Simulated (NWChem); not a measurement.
# propyne (C₃H₄); SMILES C#CC

Results from NWChem. Pople sets run with spherical d functions. Level PBE/6-31G*: optimisations from one semi-empirical or force-field start; each run changes one setting, and all end within 0.3 mHa of each other.

```json
[
 {"setting": "redundant internal coordinates, default thresholds", "optimisation steps": "5"},
 {"setting": "loose thresholds", "optimisation steps": "2"},
 {"setting": "tight thresholds", "optimisation steps": "11"},
 {"setting": "no line search", "optimisation steps": "6"}
]
```
